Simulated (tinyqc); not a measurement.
Inside a calculation (part 1 of 2). Method: coupled-perturbed Hartree-Fock on RHF in the sto-3g basis, for BH3, spin multiplicity 1. Computed by tinyqc, a small Python program that keeps every step (integrals from PySCF). Settings: charge = 0, multiplicity = 1, basis = sto-3g, method = RHF, energy threshold = 1e-10, iteration cap = 90, orthogonalisation = canonical, start = core, DIIS depth = 6. Command: `OMP_NUM_THREADS=1 python tinyqc.py 31199 31200 out.jsonl` (the two numbers bound the seeds that draw the settings). One thread of a shared host (Intel(R) Xeon(R) Processor @ 2.60GHz), about 0.2 s of CPU time with the checks. The early iterations of the SCF are left out here.

## One-electron integrals

Geometry (angstrom):
```
atom,x,y,z
B,0.00000,0.00000,0.00600
H,1.26100,0.00000,0.00000
H,-0.63100,1.09200,0.00000
H,-0.63100,-1.09200,0.00000
```

Basis sto-3g: exponents (1/bohr^2) and contraction coefficients of normalised primitives:
```
element,l (shell),exponent,coefficient
B,s (1),48.79111,0.15433
B,s (1),8.88736,0.53533
B,s (1),2.40527,0.44463
B,s (2),2.23696,-0.09997
B,s (2),0.51982,0.39951
B,s (2),0.16906,0.70012
B,p (3),2.23696,0.15592
B,p (3),0.51982,0.60768
B,p (3),0.16906,0.39196
H,s (1),3.42525,0.15433
H,s (1),0.62391,0.53533
H,s (1),0.16886,0.44463
```

Overlap, kinetic and nuclear-attraction integrals over the contracted functions; the nuclear repulsion is the sum of Za Zb / Rab.

nuclear repulsion = 7.0207732 hartree

overlap S:
```
,1B 1s,1B 2s,1B 2px,1B 2py,1B 2pz,2H 1s,3H 1s,4H 1s
1B 1s,1.00000,0.26933,0.00000,0.00000,0.00000,0.05657,0.05654,0.05654
1B 2s,0.26933,1.00000,0.00000,0.00000,0.00000,0.43984,0.43974,0.43974
1B 2px,0.00000,0.00000,1.00000,0.00000,0.00000,0.46332,-0.23177,-0.23177
1B 2py,0.00000,0.00000,0.00000,1.00000,0.00000,0.00000,0.40110,-0.40110
1B 2pz,0.00000,0.00000,0.00000,0.00000,1.00000,-0.00220,-0.00220,-0.00220
2H 1s,0.05657,0.43984,0.46332,0.00000,-0.00220,1.00000,0.08739,0.08739
3H 1s,0.05654,0.43974,-0.23177,0.40110,-0.00220,0.08739,1.00000,0.08747
4H 1s,0.05654,0.43974,-0.23177,-0.40110,-0.00220,0.08739,0.08747,1.00000
```

kinetic energy T (hartree):
```
,1B 1s,1B 2s,1B 2px,1B 2py,1B 2pz,2H 1s,3H 1s,4H 1s
1B 1s,10.82630,-0.04797,0.00000,0.00000,0.00000,-0.01429,-0.01429,-0.01429
1B 2s,-0.04797,0.35917,0.00000,0.00000,0.00000,0.07170,0.07165,0.07165
1B 2px,0.00000,0.00000,1.12388,0.00000,0.00000,0.19541,-0.09772,-0.09772
1B 2py,0.00000,0.00000,0.00000,1.12388,0.00000,0.00000,0.16911,-0.16911
1B 2pz,0.00000,0.00000,0.00000,0.00000,1.12388,-0.00093,-0.00093,-0.00093
2H 1s,-0.01429,0.07170,0.19541,0.00000,-0.00093,0.76003,-0.01138,-0.01138
3H 1s,-0.01429,0.07165,-0.09772,0.16911,-0.00093,-0.01138,0.76003,-0.01138
4H 1s,-0.01429,0.07165,-0.09772,-0.16911,-0.00093,-0.01138,-0.01138,0.76003
```

nuclear attraction V (hartree):
```
,1B 1s,1B 2s,1B 2px,1B 2py,1B 2pz,2H 1s,3H 1s,4H 1s
1B 1s,-24.40619,-3.47839,0.00001,0.00000,0.00024,-0.73420,-0.73386,-0.73386
1B 2s,-3.47839,-4.99656,0.00006,0.00000,0.00213,-1.89413,-1.89362,-1.89362
1B 2px,0.00001,0.00006,-5.02074,0.00000,0.00000,-1.87945,0.94015,0.94015
1B 2py,0.00000,0.00000,0.00000,-5.02057,0.00000,0.00000,-1.62696,1.62696
1B 2pz,0.00024,0.00213,0.00000,0.00000,-4.85702,0.00934,0.00934,0.00934
2H 1s,-0.73420,-1.89413,-1.87945,0.00000,0.00934,-3.78634,-0.36264,-0.36264
3H 1s,-0.73386,-1.89362,0.94015,-1.62696,0.00934,-0.36264,-3.78608,-0.36290
4H 1s,-0.73386,-1.89362,0.94015,1.62696,0.00934,-0.36264,-0.36290,-3.78608
```

core Hamiltonian H = T + V (hartree):
```
,1B 1s,1B 2s,1B 2px,1B 2py,1B 2pz,2H 1s,3H 1s,4H 1s
1B 1s,-13.57989,-3.52636,0.00001,0.00000,0.00024,-0.74850,-0.74816,-0.74816
1B 2s,-3.52636,-4.63739,0.00006,0.00000,0.00213,-1.82244,-1.82197,-1.82197
1B 2px,0.00001,0.00006,-3.89686,0.00000,0.00000,-1.68404,0.84243,0.84243
1B 2py,0.00000,0.00000,0.00000,-3.89669,0.00000,0.00000,-1.45784,1.45784
1B 2pz,0.00024,0.00213,0.00000,0.00000,-3.73314,0.00841,0.00841,0.00841
2H 1s,-0.74850,-1.82244,-1.68404,0.00000,0.00841,-3.02630,-0.37403,-0.37403
3H 1s,-0.74816,-1.82197,0.84243,-1.45784,0.00841,-0.37403,-3.02605,-0.37429
4H 1s,-0.74816,-1.82197,0.84243,1.45784,0.00841,-0.37403,-0.37429,-3.02605
```

## Two-electron integrals

Functions are numbered as in S; the eight-fold symmetry (ij|kl) = (ji|kl) = (kl|ij) leaves the list below.

Two-electron integrals (ij|kl) in chemists' order, unique and non-zero (hartree):
```
i,j,k,l,(ij|kl)
1,1,1,1,2.92351
2,1,1,1,0.51838
2,1,2,1,0.10926
2,2,1,1,0.74423
2,2,2,1,0.19318
2,2,2,2,0.54480
3,1,3,1,0.02026
3,2,3,1,0.03000
3,2,3,2,0.12035
3,3,1,1,0.74249
3,3,2,1,0.19324
3,3,2,2,0.54468
3,3,3,3,0.58677
4,1,4,1,0.02026
4,2,4,1,0.03000
4,2,4,2,0.12035
4,3,4,3,0.03163
4,4,1,1,0.74249
4,4,2,1,0.19324
4,4,2,2,0.54468
4,4,3,3,0.52351
4,4,4,4,0.58677
5,1,5,1,0.02026
5,2,5,1,0.03000
5,2,5,2,0.12035
5,3,5,3,0.03163
5,4,5,4,0.03163
5,5,1,1,0.74249
5,5,2,1,0.19324
5,5,2,2,0.54468
5,5,3,3,0.52351
5,5,4,4,0.52351
5,5,5,5,0.58677
6,1,1,1,0.10849
6,1,2,1,0.02279
6,1,2,2,0.04044
6,1,3,1,0.00166
6,1,3,2,0.00305
6,1,3,3,0.04086
6,1,4,4,0.04024
6,1,5,1,-7.88e-06
6,1,5,2,-1.45e-05
6,1,5,3,-2.93e-06
6,1,5,5,0.04024
6,1,6,1,0.00491
6,2,1,1,0.25706
6,2,2,1,0.06774
6,2,2,2,0.20956
6,2,3,1,0.00747
6,2,3,2,0.04508
6,2,3,3,0.22126
6,2,4,4,0.20361
6,2,5,1,-3.55e-05
6,2,5,2,-0.00021
6,2,5,3,-0.00008
6,2,5,5,0.20362
6,2,6,1,0.01508
6,2,6,2,0.11023
6,3,1,1,0.23888
6,3,2,1,0.06379
6,3,2,2,0.20829
6,3,3,1,0.01294
6,3,3,2,0.07285
6,3,3,3,0.23024
6,3,4,4,0.19720
6,3,5,1,-2.90e-05
6,3,5,2,-0.00020
6,3,5,3,-0.00012
6,3,5,5,0.19720
6,3,6,1,0.01491
6,3,6,2,0.12836
6,3,6,3,0.15874
6,4,4,1,0.00685
6,4,4,2,0.03182
6,4,4,3,0.00847
6,4,5,4,-4.03e-05
6,4,6,4,0.01230
6,5,1,1,-0.00114
6,5,2,1,-0.00030
6,5,2,2,-0.00099
6,5,3,1,-2.90e-05
6,5,3,2,-0.00020
6,5,3,3,-0.00101
6,5,4,4,-0.00094
6,5,5,1,0.00685
6,5,5,2,0.03182
6,5,5,3,0.00847
6,5,5,5,-0.00102
6,5,6,1,-0.00007
6,5,6,2,-0.00061
6,5,6,3,-0.00070
6,5,6,5,0.01230
6,6,1,1,0.41457
6,6,2,1,0.11129
6,6,2,2,0.38910
6,6,3,1,0.01508
6,6,3,2,0.12021
6,6,3,3,0.43509
6,6,4,4,0.36589
6,6,5,1,-0.00007
6,6,5,2,-0.00057
6,6,5,3,-0.00033
6,6,5,5,0.36589
6,6,6,1,0.02528
6,6,6,2,0.26004
6,6,6,3,0.32940
6,6,6,5,-0.00157
6,6,6,6,0.77461
7,1,1,1,0.10844
7,1,2,1,0.02278
7,1,2,2,0.04042
7,1,3,1,-0.00083
7,1,3,2,-0.00152
7,1,3,3,0.04038
7,1,4,1,0.00143
7,1,4,2,0.00264
7,1,4,3,-0.00027
7,1,4,4,0.04069
7,1,5,1,-7.87e-06
7,1,5,2,-1.45e-05
7,1,5,3,1.47e-06
7,1,5,4,-2.54e-06
7,1,5,5,0.04022
7,1,6,1,0.00468
7,1,6,2,0.01378
7,1,6,3,0.01267
7,1,6,4,0.00056
7,1,6,5,-0.00006
7,1,6,6,0.02249
7,1,7,1,0.00490
7,2,1,1,0.25698
7,2,2,1,0.06771
7,2,2,2,0.20950
7,2,3,1,-0.00373
7,2,3,2,-0.02255
7,2,3,3,0.20797
7,2,4,1,0.00646
7,2,4,2,0.03903
7,2,4,3,-0.00764
7,2,4,4,0.21678
7,2,5,1,-3.55e-05
7,2,5,2,-0.00021
7,2,5,3,4.20e-05
7,2,5,4,-0.00007
7,2,5,5,0.20356
7,2,6,1,0.01378
7,2,6,2,0.07321
7,2,6,3,0.06805
7,2,6,4,0.00875
7,2,6,5,-0.00040
7,2,6,6,0.13214
7,2,7,1,0.01507
7,2,7,2,0.11017
7,3,1,1,-0.11949
7,3,2,1,-0.03191
7,3,2,2,-0.10419
7,3,3,1,0.00837
7,3,3,2,0.04208
7,3,3,3,-0.10913
7,3,4,1,-0.00264
7,3,4,2,-0.01777
7,3,4,3,0.01082
7,3,4,4,-0.10468
7,3,5,1,1.45e-05
7,3,5,2,0.00010
7,3,5,3,-0.00006
7,3,5,4,3.32e-05
7,3,5,5,-0.09864
7,3,6,1,-0.00585
7,3,6,2,-0.02647
7,3,6,3,-0.01834
7,3,6,4,-0.00224
7,3,6,5,0.00014
7,3,6,6,-0.04148
7,3,7,1,-0.00746
7,3,7,2,-0.06419
7,3,7,3,0.04894
7,4,1,1,0.20678
7,4,2,1,0.05522
7,4,2,2,0.18030
7,4,3,1,-0.00264
7,4,3,2,-0.01777
7,4,3,3,0.17420
7,4,4,1,0.01141
7,4,4,2,0.06256
7,4,4,3,-0.01028
7,4,4,4,0.19582
7,4,5,1,-2.51e-05
7,4,5,2,-0.00017
7,4,5,3,3.32e-05
7,4,5,4,-0.00010
7,4,5,5,0.17071
7,4,6,1,0.01126
7,4,6,2,0.06330
7,4,6,3,0.05865
7,4,6,4,0.01426
7,4,6,5,-0.00034
7,4,6,6,0.11468
7,4,7,1,0.01290
7,4,7,2,0.11109
7,4,7,3,-0.06341
7,4,7,4,0.12204
7,5,1,1,-0.00114
7,5,2,1,-0.00030
7,5,2,2,-0.00099
7,5,3,1,1.45e-05
7,5,3,2,0.00010
7,5,3,3,-0.00096
7,5,4,1,-2.51e-05
7,5,4,2,-0.00017
7,5,4,3,3.32e-05
7,5,4,4,-0.00100
7,5,5,1,0.00684
7,5,5,2,0.03181
7,5,5,3,-0.00423
7,5,5,4,0.00733
7,5,5,5,-0.00102
7,5,6,1,-0.00006
7,5,6,2,-0.00040
7,5,6,3,-0.00036
7,5,6,4,-4.56e-05
7,5,6,5,0.00743
7,5,6,6,-0.00075
7,5,7,1,-0.00007
7,5,7,2,-0.00061
7,5,7,3,0.00035
7,5,7,4,-0.00060
7,5,7,5,0.01230
7,6,1,1,0.04929
7,6,2,1,0.01299
7,6,2,2,0.04070
7,6,3,1,0.00061
7,6,3,2,0.00370
7,6,3,3,0.04109
7,6,4,1,0.00105
7,6,4,2,0.00642
7,6,4,3,0.00032
7,6,4,4,0.04146
7,6,5,1,-1.15e-05
7,6,5,2,-0.00007
7,6,5,3,-1.02e-05
7,6,5,4,-1.77e-05
7,6,5,5,0.03950
7,6,6,1,0.00279
7,6,6,2,0.01829
7,6,6,3,0.01974
7,6,6,4,0.00201
7,6,6,5,-0.00011
7,6,6,6,0.03902
7,6,7,1,0.00279
7,6,7,2,0.01829
7,6,7,3,-0.00814
7,6,7,4,0.01810
7,6,7,5,-0.00011
7,6,7,6,0.00383
7,7,1,1,0.41451
7,7,2,1,0.11127
7,7,2,2,0.38906
7,7,3,1,-0.00754
7,7,3,2,-0.06014
7,7,3,3,0.38317
7,7,4,1,0.01305
7,7,4,2,0.10407
7,7,4,3,-0.02997
7,7,4,4,0.41772
7,7,5,1,-0.00007
7,7,5,2,-0.00057
7,7,5,3,0.00016
7,7,5,4,-0.00028
7,7,5,5,0.36585
7,7,6,1,0.02250
7,7,6,2,0.13216
7,7,6,3,0.12006
7,7,6,4,0.02146
7,7,6,5,-0.00075
7,7,6,6,0.24183
7,7,7,1,0.02527
7,7,7,2,0.25997
7,7,7,3,-0.16477
7,7,7,4,0.28515
7,7,7,5,-0.00157
7,7,7,6,0.03902
7,7,7,7,0.77461
8,1,1,1,0.10844
8,1,2,1,0.02278
8,1,2,2,0.04042
8,1,3,1,-0.00083
8,1,3,2,-0.00152
8,1,3,3,0.04038
8,1,4,1,-0.00143
8,1,4,2,-0.00264
8,1,4,3,0.00027
8,1,4,4,0.04069
8,1,5,1,-7.87e-06
8,1,5,2,-1.45e-05
8,1,5,3,1.47e-06
8,1,5,4,2.54e-06
8,1,5,5,0.04022
8,1,6,1,0.00468
8,1,6,2,0.01378
8,1,6,3,0.01267
8,1,6,4,-0.00056
8,1,6,5,-0.00006
8,1,6,6,0.02249
8,1,7,1,0.00468
8,1,7,2,0.01378
8,1,7,3,-0.00683
8,1,7,4,0.01069
8,1,7,5,-0.00006
8,1,7,6,0.00260
8,1,7,7,0.02249
8,1,8,1,0.00490
8,2,1,1,0.25698
8,2,2,1,0.06771
8,2,2,2,0.20950
8,2,3,1,-0.00373
8,2,3,2,-0.02255
8,2,3,3,0.20797
8,2,4,1,-0.00646
8,2,4,2,-0.03903
8,2,4,3,0.00764
8,2,4,4,0.21678
8,2,5,1,-3.55e-05
8,2,5,2,-0.00021
8,2,5,3,4.20e-05
8,2,5,4,0.00007
8,2,5,5,0.20356
8,2,6,1,0.01378
8,2,6,2,0.07321
8,2,6,3,0.06805
8,2,6,4,-0.00875
8,2,6,5,-0.00040
8,2,6,6,0.13214
8,2,7,1,0.01378
8,2,7,2,0.07320
8,2,7,3,-0.04163
8,2,7,4,0.05454
8,2,7,5,-0.00040
8,2,7,6,0.01334
8,2,7,7,0.13216
8,2,8,1,0.01507
8,2,8,2,0.11017
8,3,1,1,-0.11949
8,3,2,1,-0.03191
8,3,2,2,-0.10419
8,3,3,1,0.00837
8,3,3,2,0.04208
8,3,3,3,-0.10913
8,3,4,1,0.00264
8,3,4,2,0.01777
8,3,4,3,-0.01082
8,3,4,4,-0.10468
8,3,5,1,1.45e-05
8,3,5,2,0.00010
8,3,5,3,-0.00006
8,3,5,4,-3.32e-05
8,3,5,5,-0.09864
8,3,6,1,-0.00585
8,3,6,2,-0.02647
8,3,6,3,-0.01834
8,3,6,4,0.00224
8,3,6,5,0.00014
8,3,6,6,-0.04148
8,3,7,1,-0.00683
8,3,7,2,-0.04163
8,3,7,3,0.03058
8,3,7,4,-0.03047
8,3,7,5,0.00022
8,3,7,6,-0.00596
8,3,7,7,-0.07868
8,3,8,1,-0.00746
8,3,8,2,-0.06419
8,3,8,3,0.04894
8,4,1,1,-0.20678
8,4,2,1,-0.05522
8,4,2,2,-0.18030
8,4,3,1,0.00264
8,4,3,2,0.01777
8,4,3,3,-0.17420
8,4,4,1,0.01141
8,4,4,2,0.06256
8,4,4,3,-0.01028
8,4,4,4,-0.19582
8,4,5,1,2.51e-05
8,4,5,2,0.00017
8,4,5,3,-3.32e-05
8,4,5,4,-0.00010
8,4,5,5,-0.17071
8,4,6,1,-0.01126
8,4,6,2,-0.06330
8,4,6,3,-0.05865
8,4,6,4,0.01426
8,4,6,5,0.00034
8,4,6,6,-0.11468
8,4,7,1,-0.01069
8,4,7,2,-0.05454
8,4,7,3,0.03047
8,4,7,4,-0.03458
8,4,7,5,0.00029
8,4,7,6,-0.01031
8,4,7,7,-0.09323
8,4,8,1,-0.01290
8,4,8,2,-0.11109
8,4,8,3,0.06341
8,4,8,4,0.12204
8,5,1,1,-0.00114
8,5,2,1,-0.00030
8,5,2,2,-0.00099
8,5,3,1,1.45e-05
8,5,3,2,0.00010
8,5,3,3,-0.00096
8,5,4,1,2.51e-05
8,5,4,2,0.00017
8,5,4,3,-3.32e-05
8,5,4,4,-0.00100
8,5,5,1,0.00684
8,5,5,2,0.03181
8,5,5,3,-0.00423
8,5,5,4,-0.00733
8,5,5,5,-0.00102
8,5,6,1,-0.00006
8,5,6,2,-0.00040
8,5,6,3,-0.00036
8,5,6,4,4.56e-05
8,5,6,5,0.00743
8,5,6,6,-0.00075
8,5,7,1,-0.00006
8,5,7,2,-0.00040
8,5,7,3,0.00022
8,5,7,4,-0.00029
8,5,7,5,0.00743
8,5,7,6,-0.00008
8,5,7,7,-0.00075
8,5,8,1,-0.00007
8,5,8,2,-0.00061
8,5,8,3,0.00035
8,5,8,4,0.00060
8,5,8,5,0.01230
8,6,1,1,0.04929
8,6,2,1,0.01299
8,6,2,2,0.04070
8,6,3,1,0.00061
8,6,3,2,0.00370
8,6,3,3,0.04109
8,6,4,1,-0.00105
8,6,4,2,-0.00642
8,6,4,3,-0.00032
8,6,4,4,0.04146
8,6,5,1,-1.15e-05
8,6,5,2,-0.00007
8,6,5,3,-1.02e-05
8,6,5,4,1.77e-05
8,6,5,5,0.03950
8,6,6,1,0.00279
8,6,6,2,0.01829
8,6,6,3,0.01974
8,6,6,4,-0.00201
8,6,6,5,-0.00011
8,6,6,6,0.03902
8,6,7,1,0.00260
8,6,7,2,0.01334
8,6,7,3,-0.00596
8,6,7,4,0.01031
8,6,7,5,-0.00008
8,6,7,6,0.00296
8,6,7,7,0.02362
8,6,8,1,0.00279
8,6,8,2,0.01829
8,6,8,3,-0.00814
8,6,8,4,-0.01810
8,6,8,5,-0.00011
8,6,8,6,0.00383
8,7,1,1,0.04932
8,7,2,1,0.01300
8,7,2,2,0.04073
8,7,3,1,-0.00121
8,7,3,2,-0.00742
8,7,3,3,0.04168
8,7,4,4,0.04093
8,7,5,1,-1.15e-05
8,7,5,2,-0.00007
8,7,5,3,2.05e-05
8,7,5,5,0.03953
8,7,6,1,0.00260
8,7,6,2,0.01335
8,7,6,3,0.01192
8,7,6,5,-0.00008
8,7,6,6,0.02364
8,7,7,1,0.00279
8,7,7,2,0.01831
8,7,7,3,-0.01163
8,7,7,4,0.01610
8,7,7,5,-0.00011
8,7,7,6,0.00296
8,7,7,7,0.03906
8,7,8,1,0.00279
8,7,8,2,0.01831
8,7,8,3,-0.01163
8,7,8,4,-0.01610
8,7,8,5,-0.00011
8,7,8,6,0.00296
8,7,8,7,0.00384
8,8,1,1,0.41451
8,8,2,1,0.11127
8,8,2,2,0.38906
8,8,3,1,-0.00754
8,8,3,2,-0.06014
8,8,3,3,0.38317
8,8,4,1,-0.01305
8,8,4,2,-0.10407
8,8,4,3,0.02997
8,8,4,4,0.41772
8,8,5,1,-0.00007
8,8,5,2,-0.00057
8,8,5,3,0.00016
8,8,5,4,0.00028
8,8,5,5,0.36585
8,8,6,1,0.02250
8,8,6,2,0.13216
8,8,6,3,0.12006
8,8,6,4,-0.02146
8,8,6,5,-0.00075
8,8,6,6,0.24183
8,8,7,1,0.02249
8,8,7,2,0.13216
8,8,7,3,-0.07868
8,8,7,4,0.09323
8,8,7,5,-0.00075
8,8,7,6,0.02362
8,8,7,7,0.24189
8,8,8,1,0.02527
8,8,8,2,0.25997
8,8,8,3,-0.16477
8,8,8,4,-0.28515
8,8,8,5,-0.00157
8,8,8,6,0.03902
8,8,8,7,0.03906
8,8,8,8,0.77461
```

## Orthogonalisation

S = U s U^T; canonical form X = U s^(-1/2), so that X^T S X = 1. Each column of U has its largest component positive (the first on a tie).

eigenvalues of S: 0.29301  0.38710  0.38734  0.95785  1.00004  1.52519  1.52554  1.92394

X:
```
,1,2,3,4,5,6,7,8
1B 1s,-0.36882,0.00002,0.00000,0.96302,0.02843,0.00000,0.00008,0.19214
1B 2s,1.38994,0.00001,0.00000,-0.02743,0.00366,0.00000,0.00011,0.47451
1B 2px,-0.00007,1.09203,0.00000,-0.00006,0.00000,0.00000,0.59406,-0.00009
1B 2py,0.00000,0.00000,1.09162,0.00000,0.00000,0.59416,0.00000,0.00000
1B 2pz,-0.00626,0.00000,0.00000,-0.03070,0.99952,0.00000,0.00000,-0.00210
2H 1s,-0.66969,-0.96284,0.00000,-0.19577,-0.00581,0.00000,0.44914,0.29306
3H 1s,-0.66947,0.48152,-0.83369,-0.19568,-0.00580,0.38899,-0.22458,0.29309
4H 1s,-0.66947,0.48152,0.83369,-0.19568,-0.00580,-0.38899,-0.22458,0.29309
```

## Iteration 7 (converged): orbitals

converged F (hartree):
```
,1B 1s,1B 2s,1B 2px,1B 2py,1B 2pz,2H 1s,3H 1s,4H 1s
1B 1s,-7.41627,-2.17577,0.00000,0.00000,-0.00011,-0.46907,-0.46887,-0.46887
1B 2s,-2.17577,-1.07778,-0.00001,0.00000,0.00133,-0.52065,-0.52051,-0.52051
1B 2px,0.00000,-0.00001,-0.16435,0.00000,0.00000,-0.38263,0.19139,0.19139
1B 2py,0.00000,0.00000,0.00000,-0.16414,0.00000,0.00000,-0.33127,0.33127
1B 2pz,-0.00011,0.00133,0.00000,0.00000,0.24232,0.00136,0.00136,0.00136
2H 1s,-0.46907,-0.52065,-0.38263,0.00000,0.00136,-0.35901,-0.12465,-0.12465
3H 1s,-0.46887,-0.52051,0.19139,-0.33127,0.00136,-0.12465,-0.35887,-0.12472
4H 1s,-0.46887,-0.52051,0.19139,0.33127,0.00136,-0.12465,-0.12472,-0.35887
```

Diagonalise F' = X^T F X, C = X C', fill 4 alpha and 4 beta electrons from the bottom; D = 2 C_occ C_occ^T. Each column has its largest component positive (the first on a tie).

F' = X^T F X (hartree):
```
,1,2,3,4,5,6,7,8
1,0.53359,-0.00005,0.00000,0.70350,0.01999,0.00000,0.00009,0.16553
2,-0.00005,0.68530,0.00000,-0.00007,0.00000,0.00000,0.09221,-0.00002
3,0.00000,0.00000,0.68485,0.00000,0.00000,0.09226,0.00000,0.00000
4,0.70350,-0.00007,0.00000,-6.31979,-0.20281,0.00000,-0.00078,-2.42292
5,0.01999,0.00000,0.00000,-0.20281,0.23605,0.00000,-0.00002,-0.07640
6,0.00000,0.00000,0.09226,0.00000,0.00000,-0.43507,0.00000,0.00000
7,0.00009,0.09221,0.00000,-0.00078,-0.00002,0.00000,-0.43523,-0.00037
8,0.16553,-0.00002,0.00000,-2.42292,-0.07640,0.00000,-0.00037,-1.66274
```

orbital energies (hartree): MO1 -7.42170, MO2 -0.64306, MO3 -0.44277, MO4 -0.44262, MO5 0.24232, MO6 0.60955, MO7 0.69240, MO8 0.69284

coefficients C:
```
,MO1,MO2,MO3,MO4,MO5,MO6,MO7,MO8
1B 1s,0.99112,-0.22571,0.00000,0.00000,-0.00216,-0.26057,0.00000,0.00017
1B 2s,0.03534,0.58303,-0.00001,0.00000,0.00952,1.34782,0.00000,-0.00083
1B 2px,0.00000,0.00002,0.50311,0.00000,0.00000,0.00065,0.00000,1.13680
1B 2py,0.00000,0.00000,0.00000,0.50315,0.00000,0.00000,1.13644,0.00000
1B 2pz,-0.00003,-0.00085,0.00000,0.00000,0.99996,-0.01056,0.00000,0.00001
2H 1s,-0.00594,0.27844,0.52606,0.00000,-0.00341,-0.70427,0.00000,-0.92261
3H 1s,-0.00594,0.27832,-0.26309,0.45569,-0.00341,-0.70320,-0.79919,0.46206
4H 1s,-0.00594,0.27832,-0.26309,-0.45569,-0.00341,-0.70320,0.79919,0.46206
```

D after iteration 7:
```
,1B 1s,1B 2s,1B 2px,1B 2py,1B 2pz,2H 1s,3H 1s,4H 1s
1B 1s,2.06651,-0.19313,-0.00001,0.00000,0.00033,-0.13747,-0.13742,-0.13742
1B 2s,-0.19313,0.68234,0.00001,0.00000,-0.00099,0.32424,0.32413,0.32413
1B 2px,-0.00001,0.00001,0.50625,0.00000,0.00000,0.52935,-0.26472,-0.26472
1B 2py,0.00000,0.00000,0.00000,0.50633,0.00000,0.00000,0.45856,-0.45856
1B 2pz,0.00033,-0.00099,0.00000,0.00000,0.00000,-0.00047,-0.00047,-0.00047
2H 1s,-0.13747,0.32424,0.52935,0.00000,-0.00047,0.70861,-0.12174,-0.12174
3H 1s,-0.13742,0.32413,-0.26472,0.45856,-0.00047,-0.12174,0.70874,-0.12186
4H 1s,-0.13742,0.32413,-0.26472,-0.45856,-0.00047,-0.12174,-0.12186,0.70874
```

## Convergence

Stop when the energy changes by less than 1e-10 hartree and every element of the error matrix X^T (F D S - S D F) X is below 3e-06.

Course of the cycle:
```
iteration,E (hartree),change,largest element of the error matrix
1,-23.8390737,-,9.07e-01
2,-26.0367427,-2.20e+00,1.85e-01
3,-26.0530067,-1.63e-02,1.63e-02
4,-26.0530701,-6.34e-05,6.22e-04
5,-26.0530704,-2.06e-07,5.54e-05
6,-26.0530704,-4.17e-09,2.68e-06
7,-26.0530704,-3.60e-12,7.95e-07
```

PySCF RHF in the same basis = -26.0530704 hartree

Converged in 7 iterations.
